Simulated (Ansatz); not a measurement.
## Lattice parameter a of Bi (model structure, started from the graphite type, P6₃/mmc, No. 194, 4 atoms in the cell) at several levels of theory

No measured value is used here.

```json
[
 {"level (code)": "PBE (Ansatz)", "value (Å)": "5.408"},
 {"level (code)": "PBEsol (Ansatz)", "value (Å)": "5.325"},
 {"level (code)": "PBE-D3(BJ) (Ansatz)", "value (Å)": "(withheld)"}
]
```

What belongs in the gaps?


- PBE-D3(BJ) (Ansatz, a first-principles code), value (Å): 5.342

Density-functional levels without +SOC have no spin–orbit coupling. Ansatz's density-functional and Hartree–Fock values are scalar-relativistic unless marked +SOC, with PAW data made under PBE.

A model structure was made by putting elements into a prototype or built by hand; it is no filed structure, need not be a known phase, and can be a saddle point held by its symmetry.
